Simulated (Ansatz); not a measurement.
**AlBH₂+ (doublet): from Hartree-Fock to the top rungs, 6-31G**

Aim: climb from Hartree-Fock through coupled cluster and multireference methods for AlBH₂+ (doublet) at one geometry and basis, and see what each rung misses.

Method: 6-31G, core rule «outside noble gas», up to 6 orbitals frozen; program: Ansatz 0.2.0, Gaussian basis.

Plan: UHF; CCSD(T) on ROHF; CCSD(T) on UHF; BCCD(T) on ROHF; CISD; CCSDT(Q) on ROHF; CCSDT(Q) on UHF; CISDTQ; CCSDTQ on ROHF; CCSDTQ on UHF; CASSCF and MRCISD+Q, 7 electrons in 10 orbitals; CASSCF and MRCISD+Q(relaxed), 7 electrons in 10 orbitals; CASSCF and NEVPT2, 7 electrons in 10 orbitals; Full CI.

9 further runs of the same task are left out: 2 that didn't finish, 7 set aside as unsound or not needed.

### 1 What is computed

The geometry is a PBE0/def2-TZVP stationary point (not a proven minimum) of the parent state, kept for this charge and spin.

4 atoms, charge 1, spin multiplicity 2.

Atoms are counted from 1 here; the program's logs count them from 0.

Bond lengths: B1–Al2 2.320 Å, Al2–H3 1.598 Å, Al2–H4 1.598 Å. Angles: B1–Al2–H3 121.2°, B1–Al2–H4 121.2°, H3–Al2–H4 117.7°.

### 2 UHF

Input file in.yaml:

```yaml
crystal:
  periodic: [false, false, false]
  atoms:
    - {symbol: B, position_ang: [0.000000, 0.000000, 1.731547]}
    - {symbol: Al, position_ang: [0.000000, 0.000000, -0.588094]}
    - {symbol: H, position_ang: [0.000000, -1.367107, -1.414802]}
    - {symbol: H, position_ang: [0.000000, 1.367107, -1.414802]}
basis:
  gaussian: {orbitals: 6-31G}
total_charge: 1
magnetization: {spin_polarized: true, initial_magnetization: 1}
hamiltonian: {xc: hf}
output: {orbitals: {seedname: orbitals}}
```

The run is started by

```
ansatz run in.yaml --threads 1 --pin off --events-out ev --progress --plain --max-ram 2393MiB
```

Further steps of the session: CCSD(T) on ROHF; CCSD(T) on UHF; BCCD(T) on ROHF; CISD; CCSDT(Q) on ROHF; CCSDT(Q) on UHF; CISDTQ; CCSDTQ on ROHF; CCSDTQ on UHF; CASSCF and MRCISD+Q, 7 electrons in 10 orbitals; CASSCF and MRCISD+Q(relaxed), 7 electrons in 10 orbitals; CASSCF and NEVPT2, 7 electrons in 10 orbitals; Full CI.

**Question.** What will the summary of the whole plan be? Wanted: FCI below the RHF energy; RMP2 from FCI; UMP2 from FCI; RCCSD from FCI; RCCSD(T) from FCI; UCCSD(T) from FCI; RCCSDT(Q) from FCI; UCCSDT(Q) from FCI; NEVPT2 valence from FCI.

The runs gave:

```
                          quantity                                                                                                                                                     value
          FCI below the RHF energy                                                                                                                                                -2.4467 eV
                     RMP2 from FCI                                                                                                                                                +929.9 meV
                     UMP2 from FCI                                                                                                                                                +918.9 meV
                    RCCSD from FCI                                                                                                                                                 +62.2 meV
                 RCCSD(T) from FCI                                                                                                                                                 +23.0 meV
                 UCCSD(T) from FCI                                                                                                                                                 +22.0 meV
                RCCSDT(Q) from FCI                                                                                                                                                  +0.6 meV
                UCCSDT(Q) from FCI                                                                                                                                                  +0.4 meV
           NEVPT2 valence from FCI                                                                                                                                                +115.4 meV
         MRCISD+Q valence from FCI                                                                                                                                                  +4.0 meV
MRCISD+Q(relaxed) valence from FCI                                                                                                                                                  -2.8 meV
 levels within 1 kcal/mol (43 meV)  RCCSD(T), UCCSD(T), BCCD(T), RCCSDT, UCCSDT, CISDTQ, RCCSDT(Q), UCCSDT(Q), RCCSDTQ, UCCSDTQ, MRCISD valence, MRCISD+Q valence, MRCISD+Q(relaxed) valence
                     T1 diagnostic                                                                                                                                                     0.031
    effectively unpaired electrons                                                                                                                                                      1.08
```

RCCSD(T) misses by +23.0 meV, 0.9 % of the correlation energy. MRCISD+Q(relaxed) valence falls below full CI: the +Q correction isn't variational, and the cores differ from full CI's. One determinant dominates. Of the multireference levels listed MRCISD+Q(relaxed) valence comes nearest in total energy (-2.8 meV), which doesn't show that its space is the better one. These misses are within one basis, not against nature; the frozen cores of restricted and unrestricted runs differ, which can shift their rows.
